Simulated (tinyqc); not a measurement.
Inside a calculation. Method: CIS on RHF in the sto-6g basis, frozen core, for H2F+, spin multiplicity 1. One step of it, computed by the program tinyqc.

Question. CIS matrix, triplets. A(ia,jb) = (e_a - e_i) d_ij d_ab - (ij|ab).

orbital energies (hartree): MO1 -26.964910, MO2 -2.080935, MO3 -1.207969, MO4 -1.092229, MO5 -1.055914, MO6 -0.017642, MO7 0.147690

Two-electron integrals over orbitals (pq|rs), unique and non-zero (hartree); the lowest 1 orbital is frozen and left out:
```
(22|22) 0.865239    (32|22) -0.004580   (32|32) 0.159447    (33|22) 0.765508
(33|32) 0.004939    (33|33) 0.745825    (42|22) 0.006467    (42|32) -0.000632
(42|33) -0.006287   (42|42) 0.158731    (43|22) -0.005111   (43|32) 0.004433
(43|33) -0.006004   (43|42) 0.007257    (43|43) 0.048969    (44|22) 0.817419
(44|32) 0.007574    (44|33) 0.720065    (44|42) -0.090738   (44|43) -0.008313
(44|44) 0.899183    (52|52) 0.181400    (53|52) 0.004931    (53|53) 0.038926
(54|52) -0.035617   (54|53) -0.001811   (54|54) 0.055310    (55|22) 0.882637
(55|32) 0.005480    (55|33) 0.753063    (55|42) -0.050664   (55|43) -0.007813
(55|44) 0.838385    (55|55) 0.998085    (62|22) -0.147341   (62|32) -0.012070
(62|33) -0.093409   (62|42) -0.040362   (62|43) 0.004094    (62|44) -0.103068
(62|55) -0.151407   (62|62) 0.078598    (63|22) -0.036882   (63|32) 0.022074
(63|33) -0.031418   (63|42) 0.010114    (63|43) 0.016906    (63|44) -0.031015
(63|55) -0.039974   (63|62) 0.015752    (63|63) 0.066727    (64|22) -0.136564
(64|32) 0.009834    (64|33) -0.082715   (64|42) 0.011079    (64|43) 0.003644
(64|44) -0.145381   (64|55) -0.141336   (64|62) 0.058843    (64|63) 0.024667
(64|64) 0.073253    (65|52) -0.052592   (65|53) -0.005501   (65|54) -0.006809
(65|65) 0.026646    (66|22) 0.582427    (66|32) 0.031068    (66|33) 0.562215
(66|42) 0.068277    (66|43) 0.018724    (66|44) 0.545744    (66|55) 0.556231
(66|62) -0.056703   (66|63) 0.025149    (66|64) -0.022113   (66|66) 0.573363
(72|22) -0.036292   (72|32) 0.060942    (72|33) -0.016757   (72|42) -0.001781
(72|43) -0.024032   (72|44) -0.028852   (72|55) -0.036278   (72|62) 0.007519
(72|63) -0.024496   (72|64) 0.013972    (72|66) -0.015461   (72|72) 0.057025
(73|22) 0.197296    (73|32) 0.014317    (73|33) 0.158876    (73|42) -0.058626
(73|43) -0.001575   (73|44) 0.196220    (73|55) 0.222472    (73|62) -0.069014
(73|63) -0.013098   (73|64) -0.078724   (73|66) 0.027211    (73|72) -0.021439
(73|73) 0.157035    (74|22) -0.009699   (74|32) -0.057131   (74|33) -0.007450
(74|42) -0.005886   (74|43) 0.009908    (74|44) -0.012163   (74|55) -0.011065
(74|62) 0.010146    (74|63) -0.036605   (74|64) -0.003145   (74|66) -0.026024
(74|72) -0.009535   (74|73) -0.015503   (74|74) 0.048182    (75|52) -0.012242
(75|53) 0.024647    (75|54) 0.000660    (75|65) 0.002084    (75|75) 0.020208
(76|22) 0.003880    (76|32) -0.089136   (76|33) -0.003704   (76|42) 0.006984
(76|43) -0.041582   (76|44) -0.008810   (76|55) -0.001776   (76|62) -0.003508
(76|63) -0.070776   (76|64) -0.017412   (76|66) -0.052984   (76|72) 0.007000
(76|73) -0.022108   (76|74) 0.053299    (76|76) 0.137577    (77|22) 0.622503
(77|32) -0.038301   (77|33) 0.621830    (77|42) 0.009580    (77|43) -0.015428
(77|44) 0.594619    (77|55) 0.606052    (77|62) -0.048026   (77|63) -0.040428
(77|64) -0.036456   (77|66) 0.525360    (77|72) -0.009736   (77|73) 0.059374
(77|74) 0.020719    (77|76) 0.048967    (77|77) 0.604897
```

Give: CIS matrix A, triplet.

Answer.

CIS matrix A, triplet (hartree), order 2>6, 2>7, 3>6, 3>7, 4>6, 4>7, 5>6, 5>7:
$$\begin{pmatrix}
1.4809 & -0.0039 & -0.0311 & 0.0891 & -0.0683 & -0.0070 & 0.0000 & 0.0000 \\
-0.0039 & 1.6061 & 0.0891 & 0.0383 & -0.0070 & -0.0096 & 0.0000 & 0.0000 \\
-0.0311 & 0.0891 & 0.6281 & 0.0037 & -0.0187 & 0.0416 & 0.0000 & 0.0000 \\
0.0891 & 0.0383 & 0.0037 & 0.7338 & 0.0416 & 0.0154 & 0.0000 & 0.0000 \\
-0.0683 & -0.0070 & -0.0187 & 0.0416 & 0.5288 & 0.0088 & 0.0000 & 0.0000 \\
-0.0070 & -0.0096 & 0.0416 & 0.0154 & 0.0088 & 0.6453 & 0.0000 & 0.0000 \\
0.0000 & 0.0000 & 0.0000 & 0.0000 & 0.0000 & 0.0000 & 0.4820 & 0.0018 \\
0.0000 & 0.0000 & 0.0000 & 0.0000 & 0.0000 & 0.0000 & 0.0018 & 0.5976
\end{pmatrix}$$
